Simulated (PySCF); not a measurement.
Species: H₃O₄P.
Atom-mapped SMILES: `[O:1]=[P:2]([OH:3])([OH:4])[OH:5]` (hydrogens: H6 on O3; H7 on O4; H8 on O5)

Computed, not measured: PBE0-D3(BJ)/def2-SVP geometry optimisation, gas phase (PySCF 2.14.0).

Entries marked ? are missing. Bonds in one row agree within 0.01 Å.

```json
{"coordinate": "O1=P2", "value": "1.470 Å"}
{"coordinate": "P2–O3", "value": "?"}
{"coordinate": "P2–O4", "value": "?"}
{"coordinate": "P2–O5", "value": "?"}
{"coordinate": "O3–H6, O4–H7, O5–H8", "value": "0.966 Å"}
{"coordinate": "O1–P2–O3", "value": "?"}
{"coordinate": "O1–P2–O4", "value": "?"}
{"coordinate": "O1–P2–O5", "value": "?"}
{"coordinate": "O3–P2–O4", "value": "101.5°"}
{"coordinate": "O4–P2–O5", "value": "105.5°"}
{"coordinate": "P2–O3–H6", "value": "?"}
{"coordinate": "P2–O4–H7", "value": "?"}
{"coordinate": "P2–O5–H8", "value": "?"}
```

**Question.** Estimate the withheld lengths and angles.

**Answer.** 
- P2–O3 = 1.608 Å, drawn single (phosphoryl phosphorus to hydroxyl oxygen); 0.12 Å below the sum of covalent radii, 1.73 Å.
- P2–O4 = 1.617 Å, drawn single (phosphoryl phosphorus to hydroxyl oxygen); 0.11 Å below the sum of covalent radii, 1.73 Å.
- P2–O5 = 1.598 Å, drawn single (phosphoryl phosphorus to hydroxyl oxygen); 0.13 Å below the sum of covalent radii, 1.73 Å.
- O1–P2–O3 = 118.6°, at the phosphoryl phosphorus; the outer atoms are 2.648 Å apart.
- O1–P2–O4 = 114.2°, at the phosphoryl phosphorus; the outer atoms are 2.593 Å apart.
- O1–P2–O5 = 114.5°, at the phosphoryl phosphorus; the outer atoms are 2.582 Å apart.
- P2–O3–H6 = 112.0°, at the hydroxyl oxygen; the outer atoms are 2.164 Å apart.
- P2–O4–H7 = 109.6°, at the hydroxyl oxygen; the outer atoms are 2.144 Å apart.
- P2–O5–H8 = 113.4°, at the hydroxyl oxygen; the outer atoms are 2.171 Å apart.

Radii are Cordero's.

No frequency check. One conformer, not necessarily the lowest (O1–P2–O3–H 44°, O1–P2–O4–H 23°, O1–P2–O5–H 176°).
